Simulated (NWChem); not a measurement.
# PH2, doublet; SMILES [PH2]

Results from NWChem. Spin-unrestricted. In the optimisation the excess spin sits in b2 (C2v, its own frame). All runs use the structure optimised with PBE0/def2-SVP, spin-unrestricted. No stability test was run on the SCF state.

For level B3PW91/def2-SVP:

| Property | Result |
|---|---|
| highest occupied level (eV) | -6.92 |
| lowest empty minus highest occupied level, either spin (eV) | 3.79 |

### Question
Estimate the same quantities for level B97-D/def2-SVP.

### Answer
- highest occupied level (eV): -5.84
- lowest empty minus highest occupied level, either spin (eV): 1.71
